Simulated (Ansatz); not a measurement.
Geometry optimisation, RKS PBE-D4/6-31G (Ansatz 0.2.0).

Input file:

```yaml
crystal:
  periodic: [false, false, false]
  atoms:
    - { symbol: S, position_ang: [-0.6112, 1.4744, -0.4399] }
    - { symbol: C, position_ang: [-0.056, 0.0517, -0.045] }
    - { symbol: C, position_ang: [0.6974, -0.5869, 0.7529] }
    - { symbol: S, position_ang: [0.0353, -1.5708, -0.4073] }
    - { symbol: H, position_ang: [-1.4249, 1.1242, -1.4985] }
    - { symbol: H, position_ang: [0.18787, -2.92156, -0.64516] }
basis:
  gaussian: { orbitals: "6-31G" }
hamiltonian:
  xc: pbe
  dispersion: d4
relax:
  f_tol: 0.02
  max_steps: 50
```

Run as:

```bash
$ ansatz run input.yaml --threads 1 --pin off --max-ram 2048MiB --backend cpu --events-out ev --progress --plain --runs-dir out
```

Problem. Where does it end, and by what steps?

Solution. The forces met the threshold. Limits of this set-up: no polarisation functions. After 13 steps the energy has fallen by 5.465 eV; S1 moved furthest, 0.89 Å. The start is strongly strained (largest force component 11 eV/Å).

```csv
step,energy less start (eV),largest force component (eV/Å),accepted
0,0.0000,11.138,yes
1,-1.9193,6.794,yes
2,-3.6882,3.412,yes
3,-4.4602,2.179,yes
4,-4.8555,1.443,yes
5,-5.1937,0.867,yes
6,-5.3873,0.395,yes
7,-5.4346,0.522,yes
8,-5.4547,0.232,yes
9,-5.4608,0.295,yes
10,-5.4629,0.146,yes
11,-5.4641,0.038,yes
12,-5.4647,0.028,yes
13,-5.4648,0.007,yes
```

```xyz
6
Properties=species:S:1:pos:R:3
S -0.222 1.218 -1.193
C -0.048 -0.139 -0.049
C 0.436 -0.500 1.146
S -0.464 -2.024 -0.275
H -1.586 1.441 -0.996
H 0.712 -2.425 -0.916
```

Whether the end is a true minimum wasn't checked by a vibrational analysis.

The run took 24 s on 1 thread of Intel(R) Xeon(R) Processor @ 2.70GHz, with other jobs on the host, peak memory 0.12 GiB.
